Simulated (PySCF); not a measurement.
# Orbital picture of Si₂⁻

MN15 at R = 2.177 Å; Si def2-SVPD; no relativity (PySCF 2.14). State: ²Πu (doublet), unpaired electrons π ↑. Only the outer orbitals are listed.

| spin | orbital | occ. | ε (eV) | main shells (%) |
| --- | --- | --- | --- | --- |
| α | σg | 1 | -8.70 | 89 s, 10 p |
| α | σu | 1 | -4.31 | 86 s, 14 p |
| α | πu | 1 | -0.89 | 97 p |
| α | σg | 1 | -0.71 | 80 p, 17 s |
| α | πu | 1 | -0.50 | 97 p |
| α | πg | 0 | 4.08 | 69 p, 31 d |
| α | πg | 0 | 4.45 | 64 p, 36 d |
| α | σg | 0 | 5.74 | 86 s |
| β | σg | 1 | -8.01 | 90 s, 8 p |
| β | σu | 1 | -4.00 | 86 s, 14 p |
| β | σg | 1 | -0.45 | 80 p, 17 s |
| β | πu | 1 | -0.19 | 98 p |
| β | πu | 0 | 2.49 | 100 p |
| β | πg | 0 | 4.55 | 60 p, 40 d |
| β | πg | 0 | 4.84 | 53 p, 47 d |

Which are the highest filled and the lowest empty level, where do they sit, and how wide is the gap?

Highest filled β πu at -0.19 eV (in %: 98 p); lowest empty β πu at 2.49 eV (in %: 100 p); the gap at MN15 is 2.68 eV. Both belong to one degenerate shell, split only by its one-sided filling, so this is no excitation gap. An empty level above zero is unbound, and its energy depends on the basis.

* bond order (Mayer): 2.47
* ⟨S²⟩: 0.753

The state is the lowest determinant that a PBE0 search found; another state may lie lower at other levels.
